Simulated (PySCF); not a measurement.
SMILES FC=C=CF, C₃H₂F₂

Geometry:
```csv
atom,x (Å),y (Å),z (Å)
F1,2.155,-0.855,0.040
C2,1.244,0.070,0.359
C3,0.001,-0.010,-0.004
C4,-1.239,0.010,-0.388
F5,-2.227,-0.545,0.321
H6,1.664,0.875,0.953
H7,-1.595,0.463,-1.307
```

Method used: PySCF 2.14.0, TDDFT CAM-B3LYP/aug-cc-pVTZ circular dichroism and optical rotation, one conformer, gas phase. Geometry: PBE0-D3(BJ)/def2-TZVP.

No stereocentre is labelled: unless the shape is locked (an allene, a helicene, a hindered biaryl), the mirror image is equally populated and a measured rotation or CD is zero.

**Question.** Give the optical rotatory dispersion at 633, 589.3, 546, 436, 405, 365, 355 nm.

**Answer.** [α] in deg dm⁻¹ (g/mL)⁻¹:
```
λ (nm)  origin-invariant length gauge  modified velocity gauge  length gauge (centre of mass)  isotropic polarisability (au)
   633                          -56.0                    -55.0                          -58.4                           43.2
 589.3                          -67.9                    -66.7                          -70.7                           43.5
   546                          -84.1                    -82.7                          -87.4                           43.7
   436                         -170.5                   -167.7                         -176.0                           44.9
   405                         -222.1                   -218.6                         -228.7                           45.5
   365                         -335.6                   -330.4                         -344.1                           46.5
   355                         -378.4                   -372.6                         -387.5                           46.8
```

**Question.** And for the mirror image at 589.3 nm?

**Answer.** +67.9 deg dm⁻¹ (g/mL)⁻¹ (origin-invariant length gauge): the same size and the opposite sign.

**Question.** What is the molar rotation [Φ] = [α]·M/100 of the geometry above at 589.3 nm?

**Answer.** With M = 76.05 g/mol, -51.6 deg cm² dmol⁻¹ (origin-invariant length gauge).

The first excitation lies at 5.63 eV (220 nm) with R = -9.4 × 10⁻⁴⁰ esu² cm² (velocity form).
